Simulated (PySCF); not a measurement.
Structure problem from calculated spectra and properties.

Formula: BHO.

| Quantity | Value |
| --- | --- |
| Valence photoelectron | vertical ionisation energy: 13.73 eV [ΔSCF CAM-B3LYP/def2-SVPD] |
| Triplet | lowest triplet excitation (Tamm–Dancoff): 6.92 eV [TDA CAM-B3LYP/def2-SVPD] |
| Couplings | largest of the computed one-bond spin–spin couplings (means over like bonds): 11B–1H +280.2, 17O–11B -25.6 Hz [B3LYP/pcJ-1] |
| XPS | B1s 198.6, O1s 538.9 eV [ΔSCF SCAN, pcX-2 on the ionised atom, pcseg-1 elsewhere, spin-free X2C] |
| Rotational structure | rotational constant B (linear): 39.274 GHz [PBE0-D3(BJ)/def2-SVP] |
| Dipole | 2.89 D [CAM-B3LYP/def2-SVPD] |

The electronic properties come from PySCF, for the isolated species, density fitting. Levels stand in brackets. Isolated species at its PBE0-D3(BJ)/def2-SVP geometry, gas phase.

Q: What is the compound? Reason from the data.

A: The couplings run between: +280.2 Hz, boron bonded to O and H and its hydrogen; -25.6 Hz, oxygen bonded to B and boron bonded to O and H. The core levels belong to: B1s 198.6 eV, boron bonded to O and H; O1s 538.9 eV, oxygen bonded to B. The hole state at 198.6 eV has ⟨S²⟩ = 0.83 against 0.75, so that value is less sure. The optimised geometry has point group C∞v and is a linear rotor. Structure: `B=O` (HBO).
